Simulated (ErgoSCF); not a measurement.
**BNH4 (SMILES BN) at HF/def2-TZVPP**

What is the energy change on altering one bond length of BNH4 at HF/def2-TZVPP? 

Program for the calculation: ErgoSCF 3.8.

10 further runs of the same task are left out: 1 that didn't finish, 9 set aside as unsound or not needed.

### 1 The molecule

BNH4 has 6 atoms, charge 0, and is taken as a singlet. SMILES: `BN`. The coordinates come from a PBE0-D4/def2-TZVP relaxation.

Bond lengths: B1–N2 1.385 Å, B1–H3 1.197 Å, B1–H4 1.197 Å, N2–H5 1.006 Å, N2–H6 1.006 Å. Angles: B1–N2–H5 123.2°, B1–N2–H6 123.2°, N2–B1–H3 119.0°, N2–B1–H4 119.0°, H5–N2–H6 113.5°, H3–B1–H4 122.0°.

### 2 The energy at HF/def2-TZVPP

Contents of ergo.in:

```
# HF on BH4N
set_nthreads(1)
scf.output_mulliken_pop = 1
tmpdir = "."
scf.max_number_of_iterations = 120
basis = "def2-TZVPP"
scf.use_diagonalization = 1
molecule_inline Angstrom
B  -0.128200 -0.679600 -0.025600
N  0.146100 0.677400 0.010800
H  0.225800 -1.368000 0.887500
H  -0.712000 -1.128700 -0.969200
H  -0.121600 1.313700 -0.720800
H  0.632000 1.121400 0.771300
EOF
run "HF"
```

The basis set def2-TZVPP is read from a file made from the Basis Set Exchange's data (not shown).

Command:

```console
$ ergo < ergo.in
```

Standard output (excerpt; [...] marks lines left out):

```text
[...]
INSC SCF_general constructor, number of basis functions: 118
[...]
INSC Energy   1 =         -3.81803184450
[...]
INDE E_LUMO =          0.12086881644
[...]
INSC Energy  13 =        -81.52967176686  ( diff     -0.000000000001279 )
[...]
RESC CONVERGED after  13 iterations.
RESC FINAL ENERGY:        -81.52967176686
[...]
INSC SCF: dipole_moment_x [atomic units] =       0.13442636
INSC SCF: dipole_moment_y [atomic units] =       0.66563140
INSC SCF: dipole_moment_z [atomic units] =       0.01782565
[...]
```

Run time: 94 s. Hardware: 1 thread of Arm Neoverse V1, shared host; peak memory 0.27 GiB.

### 3 The distorted shape, same level

Contents of input.ego:

```
set_nthreads("env")
molecule_inline
B     -0.32002890    -1.66898155    -0.05869678
N      0.27608899     1.28010048     0.02040904
H      0.34893415    -2.96986901     1.66681214
H     -1.42325101    -2.51765755    -1.84184235
H     -0.22979070     2.48253321    -1.36211459
H      1.19430691     2.11913888     1.45754576
EOF
scf.max_number_of_iterations = 120
basis = "def2-TZVPP"
tmpdir = "."
scf.use_diagonalization = 1
scf.output_mulliken_pop = 1
run "HF"
```

The basis set def2-TZVPP is read from a file made from the Basis Set Exchange's data (not shown).

Command:

```console
$ ergo input.ego
```

Standard output (excerpt; [...] marks lines left out):

```text
[...]
INSC SCF_general constructor, number of basis functions: 118
[...]
INSC Energy   1 =         -3.82996144646
[...]
INDE E_LUMO =          0.09874046969
[...]
INSC Energy  13 =        -81.50456492945  ( diff     -0.000000000002871 )
[...]
RESC CONVERGED after  13 iterations.
RESC FINAL ENERGY:        -81.50456492945
[...]
INSC SCF: dipole_moment_x [atomic units] =       0.06446683
INSC SCF: dipole_moment_y [atomic units] =       0.31950617
INSC SCF: dipole_moment_z [atomic units] =       0.00854625
[...]
```

Wall time 92 s (1 thread of Arm Neoverse V1, shared host); peak memory 0.27 GiB.

### 4 What came out

Level: HF/def2-TZVPP.

| quantity | value |
| --- | --- |
| first shape: total energy | -81.52967 Eh |
| first shape: dipole moment | 1.73 D |
| distorted shape: total energy | -81.50456 Eh |
| distorted shape: dipole moment | 0.83 D |
| energy change with the B1–N2 bond stretched from 1.385 to 1.593 Å | 0.683 eV |

What this shows: With the B1–N2 bond stretched from 1.385 to 1.593 Å the energy rises by 0.68 eV (15.8 kcal/mol). The first shape isn't relaxed at this level, so the change isn't measured from a minimum. Mulliken charges (first shape) run from -0.42 on N2 to +0.19 on H5; they depend strongly on the basis.
